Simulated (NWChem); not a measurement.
## Correlation energy of isobutene (C4H8)

SMILES: C(C)(C)=C
```xyz
12

C     -1.2771     0.0000    -0.6812
C      0.0000     0.0000     0.1208
C      1.2771     0.0000    -0.6812
C      0.0000     0.0000     1.4702
H     -1.3299    -0.8886    -1.3479
H     -1.3299     0.8886    -1.3479
H     -2.1762     0.0000    -0.0350
H      1.3299    -0.8886    -1.3479
H      2.1762     0.0000    -0.0350
H      1.3299     0.8886    -1.3479
H      0.9401     0.0000     2.0449
H     -0.9401     0.0000     2.0449
```
Charge 0, spin multiplicity 1.

The numbers come from NWChem runs, not from measurements. The geometry was optimised at PBE/def2-SVP, a minimum by its harmonic frequencies.

Basis set: 6-31G*. Each correlation energy counts from its own Hartree-Fock reference.

The correlated methods keep 4 core orbitals frozen. The Pople sets run with spherical d functions. No row is a measurement; the coupled-cluster row has its own basis-set and correlation limits.

**Question.** For the correlation energy, MP2 gives -514.9 mHa and SCS-MP2 gives -513.4 mHa. What do CR-CCSD[T], CR-CCSD(T), CCSD give?

**Answer.** CR-CCSD[T]: -579.5 mHa; CR-CCSD(T): -578.9 mHa; CCSD: -565.5 mHa.
